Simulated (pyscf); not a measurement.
Single points on ωB97X-D3(BJ)/def2-SVP structures (PySCF, gas phase).

Q: Estimate the classical barrier height and the reaction energy of HO–As(OH)–O–GaH₂ + hydrogen (H₂) → HO–As(OH)–OH + gallane (GaH₃) at ωB97M-D3(BJ)/def2-TZVP. The step runs on the singlet surface, breaks Ga–O, H–H and forms H–O, Ga–H; take the separated reactants as zero.

A: ΔE‡ = 1.37 eV, ΔE = +0.97 eV. Zero-point energy shifts the barrier by +0.08 eV. It is a four-centre exchange, with an imaginary mode of 1352i cm⁻¹. On the product side the descent ends in an adduct with a Ga–O contact (not fully relaxed), 0.75 eV under the separated species and 1.03 eV under the saddle at ωB97X-D3(BJ)/def2-TZVP. What is counted as broken (Ga–O) persists as a longer contact in the product adduct; parting that adduct is a step of its own. At the saddle there is also a short Ga–H contact that neither side keeps. At ωB97X-D3(BJ)/def2-TZVP the barrier from the zero used here is 1.47 eV. HO–As(OH)–O–GaH₂ is closed by a dative Ga–O, As–Ga contact. This is the saddle that the search found; another between the same sides may lie lower. Elements up to Kr have no core potential and no relativistic terms here.
